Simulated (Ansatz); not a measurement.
Results of LDA (Ansatz, an electronic-structure program, plane waves, PAW) for CsAuBr3 (I4/mmm, No. 139).

Run with plane-wave cutoff 520 eV, 6×6×6 k mesh, Fermi–Dirac smearing 0.01 eV, scalar-relativistic PAW data made under PBE.

Cell (measured lattice):

```xyz
10
Lattice="-3.8796 3.8796 5.6540 3.8796 -3.8796 5.6540 3.8796 3.8796 -5.6540" Properties=species:S:1:pos:R:3 pbc="T T T"
Au     0.0000     0.0000     0.0000
Au     0.0000     0.0000     5.6540
Br     1.7225     1.7225     0.0000
Br     2.1571     2.1571     5.6540
Br     2.1571    -2.1571     5.6540
Br    -2.1571     2.1571     5.6540
Br     0.0000     0.0000     8.0535
Br     0.0000     0.0000     3.2544
Cs     0.0000     3.8796     2.8270
Cs     3.8796     0.0000     2.8270
```

**Question.** Give the computed band gap, smallest direct gap on the k points sampled and Γ–Γ gap.

**Answer.** 
* **band gap**: 0.86 eV
* **smallest direct gap on the k points sampled**: 0.90 eV
* **Γ–Γ gap**: 2.17 eV

Note: cell and atoms aren't relaxed at this level (largest force component 0.28 eV/Å, pressure -1.1 GPa).

Spin–orbit coupling is not included; with these elements it can move the gap by several tenths of an eV or more.

Computed values are for the static lattice.
